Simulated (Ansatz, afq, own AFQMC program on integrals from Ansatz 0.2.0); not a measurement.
**NH, triplet: a scan with AFQMC**

```csv
atom,x (Å),y (Å),z (Å)
N,0.0000,0.0000,0.0000
H,0.0000,0.0000,1.0397
```

The N1–H2 distance is changed with both sides rigid. Energies in mEh count from this geometry (1.040 Å) at the same level; the start stands on UHF, each point on the determinant named.

Basis cc-pVDZ. Only valence electrons are correlated. AFQMC by an in-house program on the Cholesky factors that Ansatz 0.2.0 writes for its CCSD(T) run. ph-AFQMC/CISD is guided by a CISD state made of CCSD amplitudes; releasing the constraint for a short imaginary time cuts its bias at the price of noise, slowly where states lie close. Uncertainties: one standard error, sampling alone.

Cautions, each for one point or more: lower spins were not checked; strong correlation; the next higher spin lies close; the ph-AFQMC/CISD walk drifts between its halves; unrestricted determinant spin contaminated.

```csv
r(N1–H2) / Å,det.,T1,weight,⟨S²⟩,PBE0,CCSD,CCSD(T)
0.821,UHF,0.006,0.96,2.01,60.7,62.4,62.8
1.256,UHF,0.019,0.94,2.05,18.8,17.5,16.9
1.647,UHF,0.078,0.83,2.62,82.1§,74.5,72.5
2.246,UHF,0.020,0.95,2.95,121.6§,109.4,109.6
3.593,UHF,0.003,0.97,3.00,129.0§,112.6,113.5
```

Problem. Estimate the curve of full CI, counted from the same start.

Solution. 
| r(N1–H2) / Å | det. | T1 | weight | ⟨S²⟩ | FCI | ph-AFQMC/CISD | CCSDT(Q) |
| --- | --- | --- | --- | --- | --- | --- | --- |
| 0.821 | UHF | 0.006 | 0.96 | 2.01 | 62.9 | 62.8 ± 0.04 | 62.9 |
| 1.256 | UHF | 0.019 | 0.94 | 2.05 | 16.7 | 16.7 ± 0.05 | 16.7 |
| 1.647 | UHF | 0.078 | 0.83 | 2.62 | 71.0 | 71.4 ± 0.08 | 71.0 |
| 2.246 | UHF | 0.020 | 0.95 | 2.95 | 107.5 | 107.4 ± 0.05 | 107.5 |
| 3.593 | UHF | 0.003 | 0.97 | 3.00 | 113.7 | 113.7 ± 0.03 | 113.7 |

Weight is that of the determinant in the CISD state; at the start T1 is 0.008 and the weight 0.96, and ⟨S²⟩ is 2.01. § marks a functional whose ⟨S²⟩ is too high by over 0.1. Largest departures from full CI: CCSD(T) 2.1 mEh at 2.246 (on UHF), ph-AFQMC/CISD 0.4 mEh at 1.647 (on UHF), CCSDT(Q) 0.0 mEh at 1.647 (on UHF), PBE0 -2.2 mEh at 0.821, CCSD 3.5 mEh at 1.647 (on UHF). Functionals count only at points shown to share the start's state and spin. In this small basis the wave-function levels are far from their limit, so their gap to the functionals isn't the functionals' error.

CCSDT and higher add their correlation energy to the determinant of the CCSD(T) run, since their own runs factorise the integrals more tightly (a shift of under 2 meV). A walk keeps the symmetry of its determinant, which the program's search chose and which needn't be the lowest solution, so a lower state of the same spin and another symmetry isn't excluded.
